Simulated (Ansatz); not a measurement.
in.yaml

```yaml
crystal:
  periodic: [false, false, false]
  atoms:
    - {symbol: Ga, position_ang: [0.000000, -0.048141, 0.045304]}
    - {symbol: H, position_ang: [0.000000, 2.587183, -4.562290]}
    - {symbol: H, position_ang: [0.000000, 0.742933, 1.428416]}
basis:
  gaussian: {orbitals: aug-cc-pVDZ}
magnetization: {spin_polarized: false, initial_magnetization: 1}
correlation: {method: fci, electrons: outside_noble_gas}
```

```sh
$ ansatz run in.yaml --threads 1 --pin off --events-out ev --progress --plain --max-ram 2393MiB
```

(1) Roughly how long does this take on 1 thread of AMD EPYC 9R45, shared host, and how much host memory?

```
939 factors; integrals over basis functions are off by at most 2.6e-7 eV
mean field evaluation 1: about -52357.2051 eV, gradient 9.6e0 eV
mean field evaluation 2: about -52357.2055 eV, gradient 9.6e0 eV
mean field evaluation 4: about -52361.5120 eV, gradient 5.4e0 eV
mean field evaluation 8: about -52361.9244 eV, gradient 1.9e-1 eV
mean field evaluation 16: about -52354.9838 eV, gradient 3.5e0 eV
mean field evaluation 32: about -52359.2581 eV, gradient 1.0e1 eV
mean field -52361.92505746 eV, -1924.2652536741 hartree, gradient 1.2e-6 eV, S^2 0.750000; 4 other end points of the search recorded, 0 dependent functions left out
mean field evaluation 64: about -52361.9251 eV, gradient 2.1e-4 eV
mean field evaluation 96: about -52361.9197 eV, gradient 1.1e-1 eV
mean field evaluation 128: about -52361.2307 eV, gradient 4.2e0 eV
14 core orbitals not correlated: weight in the atoms' cores, before any rotation towards them, 0.999 or more for the frozen orbitals, at most 0.001 for the correlated occupied ones
reference -52361.92505746 eV, -1924.2652536741 hartree; 3, 2 occupied and 37, 38 virtual orbitals, 939 factors
state -52363.93390424 eV, -1924.3390774318 hartree
Total energy: -52363.93390424 eV, -1924.3390774318 hartree
```

Natural occupations: 1.9525 1.8876 0.9999 0.0464 0.0464 0.0275 0.0086 0.0084 0.0084 0.0053 0.0032 0.0016 0.0015 0.0007 0.0003 0.0003 0.0002 0.0002 0.0002 0.0002 0.0002 0.0001 0.0001 0.0000.

Answers

(1) 30 s wall and 0.53 GiB.
